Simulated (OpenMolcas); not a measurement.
# MN15/cc-pVDZ run of CF4 (tetrafluoromethane)

Aim: the vertical electron affinity of CF4 (tetrafluoromethane) at MN15/cc-pVDZ, from 2 runs. 

The results are computed with OpenMolcas 26.06.

## (1) The system as given

CF4 has 5 atoms, charge 0, and is taken as a singlet. SMILES: `FC(F)(F)F`. The coordinates come from a PBE0-D4/def2-TZVP relaxation.

Bond lengths: F1–C2 1.318 Å, C2–F3 1.318 Å, C2–F4 1.318 Å, C2–F5 1.318 Å. Angles: F1–C2–F3 109.5°, F1–C2–F4 109.5°, F1–C2–F5 109.5°, F3–C2–F4 109.5°, F3–C2–F5 109.5°, F4–C2–F5 109.5°.

## (2) The energy at MN15/cc-pVDZ

File input.xyz:

```xyz
5

F     -0.850100     0.025300     0.989500
C      0.010000    -0.014700    -0.008300
F      1.157500    -0.501300     0.420100
F     -0.464000    -0.786000    -0.966200
F      0.196600     1.203000    -0.476700
```

File job.inp:

```
* CF4 Kohn-Sham DFT

&GATEWAY
  BasLib = $CurrDir
  Coord = input.xyz
  Basis = cc-pVDZ
  Group = NoSym

&SEWARD

&SCF
  KSDFT = 2
  1.0 HYB_MGGA_X_MN15
  1.0 MGGA_C_MN15
  PrOrbitals = 0
```

The basis set cc-pVDZ is read from a file made from the Basis Set Exchange's data (not shown).

Run with:

```sh
$ export MOLCAS_MEM=1860
$ pymolcas job.inp > job.log
```

The program printed, shortened:

```text
--- Start Module: gateway ---
[...]
--- Stop Module: gateway /rc=_RC_ALL_IS_WELL_ ---
--- Start Module: seward ---
[...]
      Basis functions           70
--- Stop Module: seward /rc=_RC_ALL_IS_WELL_ ---
[...]
--- Start Module: scf ---
[...]
       Convergence after   9 Iterations
[...]
::    Total KS-DFT energy                            -437.1634200685
[...]
      Total spin, S                                     0.0000000000
[...]
      Total electronic charge=   42.000000
      Total            charge=   -0.000000
[...]
      Dipole Moment (debye):
      Origin of the operator (angstrom)=    0.0100   -0.0147   -0.0083
                   X=  3.0452E-05               Y=  4.3903E-04               Z=  2.7510E-04           Total=  5.1899E-04
      Quadrupole Moment (debye*angstrom):
[...]
--- Stop Module: scf /rc=_RC_ALL_IS_WELL_ ---
[...]
```

Wall time 6 s (1 thread of Arm Neoverse V1, shared host); peak memory 0.41 GiB.

## (3) The doublet anion

input.xyz is that of step 2.

File job.input:

```
>>> EXPORT MOLCAS_PRINT=2

&GATEWAY
  BasLib = $CurrDir
  Coord = input.xyz
  Basis = cc-pVDZ
  Group = NoSym

&SEWARD

&SCF
  UHF
  Charge = -1
  Spin = 2
  KSDFT = 2
  1.0 HYB_MGGA_X_MN15
  1.0 MGGA_C_MN15
  PrOrbitals = 0
```

The basis set cc-pVDZ is read from a file made from the Basis Set Exchange's data (not shown).

Run with:

```sh
$ export MOLCAS_MEM=1860
$ pymolcas job.input > job.log
```

The program printed, shortened:

```text
--- Start Module: gateway ---
[...]
--- Stop Module: gateway /rc=_RC_ALL_IS_WELL_ ---
--- Start Module: seward ---
[...]
      Basis functions           70
--- Stop Module: seward /rc=_RC_ALL_IS_WELL_ ---
[...]
--- Start Module: scf ---
[...]
       Convergence after  17 Iterations
[...]
::    Total KS-DFT energy                            -436.8440765895
[...]
      Total spin, S                                     0.5004257271
[...]
      Total electronic charge=   43.000000
      Total            charge=   -1.000000
[...]
      Dipole Moment (debye):
      Origin of the operator (angstrom)=    0.0100   -0.0147   -0.0083
                   X= -1.7493E-04               Y= -2.3485E-03               Z=  2.5623E-03           Total=  3.4802E-03
      Center of Charge (angstrom)
[...]
--- Stop Module: scf /rc=_RC_ALL_IS_WELL_ ---
[...]
```

Run time: 13 s. Hardware: 1 thread of Arm Neoverse V1, shared host; peak memory 0.41 GiB.

## (4) Results

At MN15/cc-pVDZ:

```
                                         quantity          value
                        singlet CF4: total energy  -437.16342 Eh
                       singlet CF4: dipole moment         0.00 D
                         singlet CF4: HOMO energy      -13.16 eV
                         singlet CF4: LUMO energy        6.36 eV
                       singlet CF4: HOMO–LUMO gap       19.53 eV
                      doublet anion: total energy  -436.84408 Eh
doublet anion: HOMO energy (highest over α and β)       10.75 eV
 doublet anion: LUMO energy (lowest over α and β)       14.51 eV
                              doublet anion: ⟨S²⟩          0.751
vertical electron affinity (to the doublet anion)      -8.690 eV
```

**Reading.** This program's gradients are faulty for this kind of reference, so any forces in the log (doublet anion) can't be trusted; the energy can. The anion lies 8.69 eV (200 kcal/mol) above the neutral: the electron isn't bound at this level, and such a value depends on the basis. Without diffuse functions anions come out too high. The HOMO (doublet anion) lies at positive energy, 10.75 eV; only total energies tell whether the electron is bound.
